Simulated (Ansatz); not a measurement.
One geometry of SiH2, several levels of theory.

```yaml
crystal:
  periodic: [false, false, false]
  atoms:
    - {symbol: Si, position_ang: [0.005873, -0.008885, -0.713619]}
    - {symbol: H, position_ang: [1.082244, -0.019050, 0.366034]}
    - {symbol: H, position_ang: [-1.088118, 0.027935, 0.347585]}
basis:
  gaussian: {orbitals: def2-TZVPD, initial_orbitals: start.molden}
hamiltonian: {xc: r2scan, dispersion: d4}
scf: {omitted_lower_state_checks: [starts]}
output: {orbitals: {seedname: orbitals}}
```

The file start.molden holds the orbitals of an earlier run on this structure, at another level or in another basis.

```sh
$ ansatz run in.yaml --threads 4 --pin off --events-out ev --progress --plain --max-ram 3916MiB
```

Shortened log:

```
Functional definition: r2SCAN
377 factors; their error is unknown
mean field evaluation 1: about -7907.0268 eV, gradient 4.8e0 eV
mean field evaluation 2: about -7907.0416 eV, gradient 2.5e-2 eV
mean field evaluation 4: about -7907.0353 eV, gradient 1.9e-5 eV
mean field -7907.03529521 eV, -290.5781875179 hartree, gradient 6.7e-5 eV, S^2 0.000000; 0 other end points of the search recorded, 0 dependent functions left out
reference -7907.03530403 eV, -290.5781878421 hartree; 8, 8 occupied and 53, 53 virtual orbitals, 377 factors
Total energy: -7907.04019907 eV, -290.5783677316 hartree
Checks for a lower state left out: starts
```

Hardware: 4 threads of Arm Neoverse V2 on a shared host. Wall time 0.45 s.

First input, but with `gaussian: {orbitals: def2-TZVP, initial_orbitals: start.molden}`, `hamiltonian: {xc: pbe, dispersion: d4}` (abridged; 0.15 s):

```
Functional definition: PBE
mean field -7903.76039758 eV, -290.4578372500 hartree, gradient 1.9e-5 eV, S^2 0.000000
Total energy: -7903.78302648 eV, -290.4586688467 hartree
Checks for a lower state left out: starts
```

The first input with `gaussian: {orbitals: def2-TZVP, initial_orbitals: start.molden}`, `hamiltonian: {xc: {name: r2SCAN0}, dispersion: d4}` (abridged; 0.45 s):

```
Functional definition: r2SCAN0
mean field -7906.94206563 eV, -290.5747613943 hartree, gradient 6.6e-5 eV, S^2 0.000000
Total energy: -7906.94781707 eV, -290.5749727555 hartree
Checks for a lower state left out: starts
```

First input, but with `gaussian: {orbitals: def2-TZVP, initial_orbitals: start.molden}`, `hamiltonian: {xc: pbe0, dispersion: d4}`, `output: {forces: true, orbitals: {seedname: orbitals}}` and without the key `scf` (abridged; 0.2 s):

```
Functional definition: PBE0
mean field evaluation 16: about -7904.5291 eV, gradient 3.2e-3 eV
mean field -7904.52913020 eV, -290.4860876527 hartree, gradient 1.1e-5 eV, S^2 0.000000; 1 other end points of the search recorded, 0 dependent functions left out
Total energy: -7904.54756339 eV, -290.4867650600 hartree
Atom 0 force    -0.000020     0.000030     0.002449 eV/Å
Atom 1 force     0.025352    -0.000564    -0.001009 eV/Å
Atom 2 force    -0.025332     0.000533    -0.001440 eV/Å
Dipole moment:    -0.000286     0.000432     0.034707 e Å
```

The first input with `gaussian: {orbitals: def2-SVP, initial_orbitals: start.molden}`, `hamiltonian: {xc: pbe0, dispersion: d4}` (abridged; 0.15 s):

```
Functional definition: PBE0
mean field -7901.78364104 eV, -290.3851927868 hartree, gradient 1.0e-5 eV, S^2 0.000000
Total energy: -7901.80207097 eV, -290.3858700742 hartree
Checks for a lower state left out: starts
```

First input, but with `gaussian: {orbitals: def2-TZVP, initial_orbitals: start.molden}`, `hamiltonian: {xc: hse06, dispersion: d4}` (abridged; 0.2 s):

```
Functional definition: HSE06
mean field -7904.34191942 eV, -290.4792077833 hartree, gradient 6.2e-5 eV, S^2 0.000000
Total energy: -7904.35888337 eV, -290.4798311971 hartree
Checks for a lower state left out: starts
```

Geometry: r2SCAN-D4/def2-TZVP.

HSE06 is defined as in plane-wave codes, on full-range PBE exchange. The restricted singlet is unstable towards broken spin symmetry at other levels; at r2SCAN-D4/def2-TZVPD, PBE-D4/def2-TZVP, r2SCAN0-D4/def2-TZVP, PBE0-D4/def2-TZVP and others this wasn't settled.
